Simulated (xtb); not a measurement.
xtb input (GFN1-xTB):

```bash
xtb mol.xyz --gfn 1 --sp --chrg -1 --uhf 0
```
mol.xyz:
```
11

O      0.10099332     1.41619481    -0.12530546
C      0.01300559     0.17658011     0.33465754
H      0.00807600     0.08873082     1.47459969
C     -1.30474202    -0.54356908    -0.09708198
C      1.21402198    -0.72345292    -0.10005249
H     -1.34154249    -0.59203777    -1.19230692
H      1.24099077    -0.77647585    -1.19535263
H     -2.15658108     0.05414601     0.23939424
H      2.14294415    -0.25291535     0.23432359
H     -1.40344546    -1.56235804     0.30983993
H      1.16789825    -1.74599699     0.30680741
```

Output:

```
           -------------------------------------------------
          |                Calculation Setup                |
           -------------------------------------------------

           -------------------------------------------------
          |                 G F N 1 - x T B                 |
           -------------------------------------------------

        Reference                      10.1021/acs.jctc.7b00118
      * Hamiltonian:
        H0-scaling (s, p, d)           1.850000    2.250000    2.000000
        zeta-weighting                 0.000000
      * Dispersion:
        s8                             2.400000
        a1                             0.630000
        a2                             5.000000
        s9                             0.000000
      * Repulsion:
        kExp                           1.500000
        rExp                           1.000000
      * Coulomb:
        alpha                          2.000000
        third order                    atomic
        anisotropic                    false
      * Halogen bond correction:
        rad-scale                      1.300000
        damping                        0.440000

          ...................................................
          :                      SETUP                      :
          :.................................................:
          :  # basis functions                  30          :
          :  # atomic orbitals                  30          :
          :  # shells                           22          :
          :  # electrons                        26          :
          :  # halogen bonds                     0          :
          :  max. iterations                   250          :
          :  Hamiltonian                  GFN1-xTB          :
          :  restarted?                      false          :
          :  GBSA solvation                  false          :
          :  PC potential                    false          :
          :  electronic temp.          300.0000000     K    :
          :  accuracy                    1.0000000          :
          :  -> integral cutoff          0.2500000E+02      :
          :  -> integral neglect         0.1000000E-07      :
          :  -> SCF convergence          0.1000000E-05 Eh   :
          :  -> wf. convergence          0.2000000E-04 e    :
          :  Broyden damping             0.4000000          :
          :  net charge                         -1          :
          :  unpaired electrons                  0          :
          ...................................................

 iter      E             dE          RMSdq      gap      omega  full diag
   1    -15.0823180 -0.150823E+02  0.785E+00    7.01       0.0  T
   2    -15.1476662 -0.653483E-01  0.464E+00    5.79       1.0  T
   3    -15.1487497 -0.108351E-02  0.102E+00    4.99       1.0  T
   4    -15.1498221 -0.107237E-02  0.104E-01    5.34       1.0  T
   5    -15.1498513 -0.292097E-04  0.151E-02    5.37       2.0  T
   6    -15.1498525 -0.119556E-05  0.140E-03    5.36      21.5  T
   7    -15.1498525 -0.888686E-08  0.737E-04    5.36      40.9  T
   8    -15.1498525 -0.534469E-08  0.732E-05    5.36     412.0  T
   9    -15.1498525 -0.196732E-10  0.480E-05    5.36     627.9  T

   *** convergence criteria satisfied after 9 iterations ***

         #    Occupation            Energy/Eh            Energy/eV
      -------------------------------------------------------------
         1        2.0000           -0.4536915             -12.3456
       ...           ...                  ...                  ...
         7        2.0000           -0.3253924              -8.8544
         8        2.0000           -0.3109182              -8.4605
         9        2.0000           -0.2748827              -7.4799
        10        2.0000           -0.2718407              -7.3972
        11        2.0000           -0.2345208              -6.3816
        12        2.0000           -0.1361508              -3.7049
        13        2.0000           -0.1311275              -3.5682 (HOMO)
        14                          0.0657240               1.7884 (LUMO)
        15                          0.0691687               1.8822
        16                          0.1041794               2.8349
        17                          0.1209473               3.2911
        18                          0.1367514               3.7212
       ...                                ...                  ...
        30                          0.6394749              17.4010
      -------------------------------------------------------------
                  HL-Gap            0.1968515 Eh            5.3566 eV
             Fermi-level           -0.0327017 Eh           -0.8899 eV

 SCC (total)                   0 d,  0 h,  0 min,  0.006 sec
 SCC setup                      ...        0 min,  0.000 sec (  1.519%)
 Dispersion                     ...        0 min,  0.000 sec (  0.647%)
 classical contributions        ...        0 min,  0.000 sec (  0.273%)
 integral evaluation            ...        0 min,  0.001 sec ( 22.675%)
 iterations                     ...        0 min,  0.001 sec ( 22.289%)
 molecular gradient             ...        0 min,  0.003 sec ( 48.749%)
 printout                       ...        0 min,  0.000 sec (  3.739%)

         :::::::::::::::::::::::::::::::::::::::::::::::::::::
         ::                     SUMMARY                     ::
         :::::::::::::::::::::::::::::::::::::::::::::::::::::
         :: total energy             -15.011955630702 Eh    ::
         :: gradient norm              0.025797165695 Eh/a0 ::
         :: HOMO-LUMO gap              5.356601059081 eV    ::
         ::.................................................::
         :: SCC energy               -15.149852501132 Eh    ::
         :: -> electrostatic           0.222716086920 Eh    ::
         :: repulsion energy           0.140702145774 Eh    ::
         :: dispersion energy         -0.002805275343 Eh    ::
         :: halogen bond corr.         0.000000000000 Eh    ::
         :: add. restraining           0.000000000000 Eh    ::
         :: total charge              -1.000000000000 e     ::
         :::::::::::::::::::::::::::::::::::::::::::::::::::::

           -------------------------------------------------
          |                Property Printout                |
           -------------------------------------------------

    * Orbital Energies and Occupations

         #    Occupation            Energy/Eh            Energy/eV
      -------------------------------------------------------------
         1        2.0000           -0.4536915             -12.3456
         2        2.0000           -0.4328306             -11.7779
         3        2.0000           -0.4269409             -11.6177
         4        2.0000           -0.3694304             -10.0527
         5        2.0000           -0.3408954              -9.2762
         6        2.0000           -0.3268463              -8.8939
         7        2.0000           -0.3253924              -8.8544
         8        2.0000           -0.3109182              -8.4605
         9        2.0000           -0.2748827              -7.4799
        10        2.0000           -0.2718407              -7.3972
        11        2.0000           -0.2345208              -6.3816
        12        2.0000           -0.1361508              -3.7049
        13        2.0000           -0.1311275              -3.5682 (HOMO)
        14                          0.0657240               1.7884 (LUMO)
        15                          0.0691687               1.8822
        16                          0.1041794               2.8349
        17                          0.1209473               3.2911
Note: The following floating-point exceptions are signalling: IEEE_DENORMAL
normal termination of xtb
        18                          0.1367514               3.7212
        19                          0.1463130               3.9814
        20                          0.1467146               3.9923
        21                          0.2991225               8.1395
        22                          0.3040160               8.2727
        23                          0.4132236              11.2444
        24                          0.4324576              11.7678
       ...                                ...                  ...
        30                          0.6394749              17.4010
      -------------------------------------------------------------
                  HL-Gap            0.1968515 Eh            5.3566 eV
             Fermi-level           -0.0327017 Eh           -0.8899 eV

  Mulliken/CM5 charges         n(s)   n(p)   n(d)
     1O    -0.84256 -0.89463   1.753  5.090  0.000
     2C     0.29844  0.26558   0.983  2.718  0.000
     3H    -0.09282 -0.03346   1.093  0.000  0.000
     4C    -0.12180 -0.26579   1.023  3.098  0.000
     5C    -0.12180 -0.26579   1.023  3.098  0.000
     6H    -0.01068  0.04252   1.011  0.000  0.000
     7H    -0.01068  0.04252   1.011  0.000  0.000
     8H    -0.01076  0.04246   1.011  0.000  0.000
     9H    -0.01076  0.04246   1.011  0.000  0.000
    10H    -0.03830  0.01207   1.038  0.000  0.000
    11H    -0.03830  0.01207   1.038  0.000  0.000

Wiberg/Mayer (AO) data.
largest (>0.10) Wiberg bond orders for each atom

 ---------------------------------------------------------------------------
     #   Z sym  total        # sym  WBO       # sym  WBO       # sym  WBO
 ---------------------------------------------------------------------------
     1   8 O    1.451 --     2 C    1.171
     2   6 C    3.971 --     1 O    1.171     3 H    0.932     4 C    0.932
                             5 C    0.932
     3   1 H    1.021 --     2 C    0.932
     4   6 C    3.973 --    10 H    0.989     8 H    0.988     6 H    0.987
                             2 C    0.932
     5   6 C    3.973 --    11 H    0.989     9 H    0.988     7 H    0.987
                             2 C    0.932
     6   1 H    1.027 --     4 C    0.987
     7   1 H    1.027 --     5 C    0.987
     8   1 H    1.032 --     4 C    0.988
     9   1 H    1.032 --     5 C    0.988
    10   1 H    1.013 --     4 C    0.989
    11   1 H    1.013 --     5 C    0.989
 ---------------------------------------------------------------------------

Topologies differ in total number of bonds
Writing topology from bond orders to xtbtopo.mol

 dipole moment from electron density (au)
     X       Y       Z
  -0.1563  -2.1924   0.2687  total (Debye):    5.628

           -------------------------------------------------
          | TOTAL ENERGY              -15.011955630702 Eh   |
          | GRADIENT NORM               0.025797165695 Eh/α |
          | HOMO-LUMO GAP               5.356601059081 eV   |
           -------------------------------------------------

------------------------------------------------------------------------
------------------------------------------------------------------------
 total:
 SCF:
```

It need not be the lowest isomer of its formula. Whether it binds its extra electron was not tested at this geometry.
